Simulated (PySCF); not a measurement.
AlF and its ions

RHF-SCS-MP2; basis Al pcseg-1, F pcseg-1; no relativity; PySCF 2.14. Neutral (RHF): singlet (closed shell), Re = 1.695 Å, ωe = 787 cm⁻¹, De = 6.68 eV.

AlF⁺ (UHF): doublet (σ ↑), Re = 1.635 Å, ωe = 921 cm⁻¹, De = 2.97 eV to Al⁺ + F. The energies at the minima are -341.59579 hartree for AlF and -341.25419 for AlF⁺.

Task: Work out the adiabatic ionisation energy, without and with harmonic zero-point energies (1 hartree = 27.2114 eV, 1 eV = 8065.5 cm⁻¹), and the change of the bond length.

Result: At SCS-MP2: 0.34160 hartree = 9.295 eV between the minima; the zero-point term (921.0 − 787.0)/2 cm⁻¹ = +0.008 eV makes it 9.304 eV. Re changes by -6.0 pm against the neutral. The electron leaves a σ orbital, and the shorter bond of the ion fits an antibonding orbital, or a change in how ionic the bond is.

Correlated steps freeze 6 core orbitals. Correlated levels converge slowly with the basis: in double zeta they bind strong bonds too weakly, by up to about 1 eV, and carry superposition errors of some tenths. For an ion De counts to the pair picked by the measured ionisation energies or electron affinities, which need not be the lowest pair at this level. Where the molecule has an RHF reference, its open-shell atoms are computed with UHF. States were picked by a PBE0 search and need not be the measured ground states.

Neutral and ion stand on different kinds of reference determinant, which adds to the error of the difference.
